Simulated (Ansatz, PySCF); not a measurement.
Species: azane, NH3, charge 0, multiplicity 1. 
Geometry from a B3LYP-D3(BJ)/def2-TZVP (Ansatz, an electronic-structure program) optimisation:
```
N
H 1 1.0136
H 1 1.0136 2 107.33
H 1 1.0136 2 107.33 3 -115.09
```

Dipole moments at this geometry, in debye (magnitudes).

```csv
level,program,dipole (D)
HF/def2-TZVPD,PySCF,1.58
SVWN5/def2-TZVPD,Ansatz,1.49
PBE/def2-TZVPD,Ansatz,1.44
revPBE/def2-TZVPD,Ansatz,1.43
BP86/def2-TZVPD,PySCF,1.44
TPSS/def2-TZVPD,PySCF,1.45
r2SCANh/def2-TZVPD,Ansatz,1.49
r2SCAN0/def2-TZVPD,Ansatz,1.51
M06-2X/def2-TZVPD,PySCF,1.51
MN15/def2-TZVPD,PySCF,1.51
CAM-B3LYP/def2-TZVPD,PySCF,1.53
LC-wPBE/def2-TZVPD,Ansatz,1.57
wB97X-V/def2-TZVPD,Ansatz,?
CCSD(T)/aug-cc-pVDZ,Ansatz,?
```

### Question
Complete the blanks.

### Answer

- wB97X-V/def2-TZVPD, dipole (D): 1.53
- CCSD(T)/aug-cc-pVDZ, dipole (D): 1.48

Measured: 1.47 D (NIST CCCBDB, as tabulated in the package chemicals), a vibrational average. This is an older compilation, not checked against later work.
